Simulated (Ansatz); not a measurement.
# C2H5N: up Jacob's ladder to CCSD(T)

One table from this session's results is given with a row withheld; the runs are named, their logs left out.

Program: Ansatz 0.2.0, Gaussian basis. Level of theory: functionals in def2-TZVPP, the program's frozen cores in correlated methods. These are calculated values, not measurements.

The runs, in order: LDA (SPW92), PBE-D4, revPBE-D4, BLYP-D4, r2SCAN-D4, B97M-V, PBE0-D4, B3LYP-D4, r2SCANh-D4, r2SCAN0-D4, HSE06-D4, BHLYP-D4, CAM-B3LYP-D4, LC-ωPBE, ωB97X-V, ωB97M-V, B2PLYP, PBE-QIDH; CCSD(T)/def2-SVP; CCSD(T)/def2-TZVPP; MP2/def2-QZVPP; extrapolation to the limit; RPA on PBE.

### The relaxed structure

The geometry comes from an earlier relaxation with PBE0-D4 in a triple-zeta def2 set; it is a stationary point, not always the lowest conformer.

SMILES `CC=N`, 8 atoms, charge 0, spin multiplicity 1.

Atoms are counted from 1 here; the program's logs count them from 0.

Bond lengths: C1–C2 1.493 Å, C1–H4 1.094 Å, C1–H5 1.092 Å, C1–H6 1.094 Å, C2–N3 1.263 Å, C2–H7 1.095 Å, N3–H8 1.023 Å. Angles: C2–C1–H4 110.3°, C2–C1–H5 111.6°, C2–C1–H6 110.3°, H4–C1–H5 109.0°, H4–C1–H6 106.6°, H5–C1–H6 109.0°, C1–C2–N3 127.9°, C1–C2–H7 115.5°, N3–C2–H7 116.6°, C2–N3–H8 110.6°.

The first run:

Contents of in.yaml:

```yaml
crystal:
  periodic: [false, false, false]
  atoms:
    - {symbol: C, position_ang: [-0.471237, 0.591918, -0.316012]}
    - {symbol: C, position_ang: [0.663095, -0.171006, 0.284328]}
    - {symbol: N, position_ang: [0.697827, -1.394971, 0.593586]}
    - {symbol: H, position_ang: [-0.168376, 1.032767, -1.270717]}
    - {symbol: H, position_ang: [-1.342334, -0.045425, -0.480240]}
    - {symbol: H, position_ang: [-0.756718, 1.422792, 0.336430]}
    - {symbol: H, position_ang: [1.571915, 0.409661, 0.476491]}
    - {symbol: H, position_ang: [-0.194161, -1.845738, 0.376134]}
basis:
  gaussian: {orbitals: def2-TZVPP}
hamiltonian: {xc: lda}
output: {orbitals: {seedname: orbitals}}
```

Steps of the session up to this table: LDA; PBE-D4 (GGA); revPBE-D4 (GGA); BLYP-D4 (GGA); r2SCAN-D4 (meta-GGA); B97M-V (meta-GGA); PBE0-D4 (hybrid); B3LYP-D4 (hybrid); r2SCANh-D4 (hybrid); r2SCAN0-D4 (hybrid); HSE06-D4 (hybrid); BHLYP-D4 (hybrid); CAM-B3LYP-D4 (range-separated); LC-ωPBE-D4 (range-separated; the results give it without D4); ωB97X-V (range-separated); ωB97M-V (range-separated); B2PLYP (double hybrid); PBE-QIDH (double hybrid).

One table of the session follows, with a row left open; its other results are not shown here.

It belongs to the step «Frontier levels by functional». 

```
  functional  HOMO (eV)  gap (eV)
 LDA (SPW92)      -6.08      4.71
      PBE-D4      -6.01      4.87
   revPBE-D4      -5.98      4.92
     BLYP-D4      -5.93      4.91
   r2SCAN-D4      -6.33      5.44
      B97M-V      -6.54      5.77
     PBE0-D4      -7.56      7.58
    B3LYP-D4      -7.33      7.07
  r2SCANh-D4      -6.90      6.44
  r2SCAN0-D4      -7.77      7.94
    HSE06-D4      -7.15      6.79
    BHLYP-D4      -9.05     10.33
CAM-B3LYP-D4      -9.02     10.27
     LC-ωPBE          ?         ?
     ωB97X-V     -10.05     12.47
     ωB97M-V      -9.97     12.29
```

Estimate the missing values for LC-ωPBE.

The run gave: HOMO (eV): -10.38; gap (eV): 12.89. In the column «HOMO (eV)» it is the lowest.
